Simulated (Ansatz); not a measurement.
# SiPO (doublet): from Hartree-Fock to the top rungs, def2-QZVPP

An exercise on one series of results from a longer session: the logs are not shown, and one member is left open.

Program: Ansatz 0.2.0, Gaussian basis. Level of theory: def2-QZVPP, core rule «outside noble gas», up to 11 orbitals frozen. These are calculated values, not measurements.

Plan: UHF; ROHF; CCSD(T) on UHF.

2 further runs of the same task are left out: 2 set aside as unsound or not needed.

## The system

The geometry is a PBE0/def2-TZVP stationary point (not a proven minimum).

3 atoms, charge 0, spin multiplicity 2.

Atoms are counted from 1 here; the program's logs count them from 0.

Bond lengths: O1–Si2 1.512 Å, Si2–P3 2.058 Å. Angles: O1–Si2–P3 180.0°.

The first run:

Contents of in.yaml:

```yaml
crystal:
  periodic: [false, false, false]
  atoms:
    - {symbol: O, position_ang: [0.000000, 0.000000, 1.693600]}
    - {symbol: Si, position_ang: [0.000000, 0.000000, 0.182000]}
    - {symbol: P, position_ang: [0.000000, 0.000000, -1.875600]}
basis:
  gaussian: {orbitals: "def2-QZVPP.json"}
magnetization: {spin_polarized: true, initial_magnetization: 1}
hamiltonian: {xc: hf}
output: {orbitals: {seedname: orbitals}}
```

Launch:

```sh
> ansatz run in.yaml --threads 1 --pin off --events-out ev --progress --plain --max-ram 2393MiB
```

Steps of the session up to this table: UHF; ROHF; CCSD(T) on UHF.

One of the session's tables, all rows but one given; the rest of the session is left out.

```
  method  from UCCSD(T) (meV)
    ROHF             +14625.1
     UHF             +14503.7
    UMP2                    ?
   UCCSD               +823.9
UCCSD(T)                    0
```

Q: Estimate the row for UMP2 from the others.

As computed: from UCCSD(T) (meV): +1038.7. In the column «from UCCSD(T) (meV)» it lies between UCCSD (+823.9) and UHF (+14503.7).
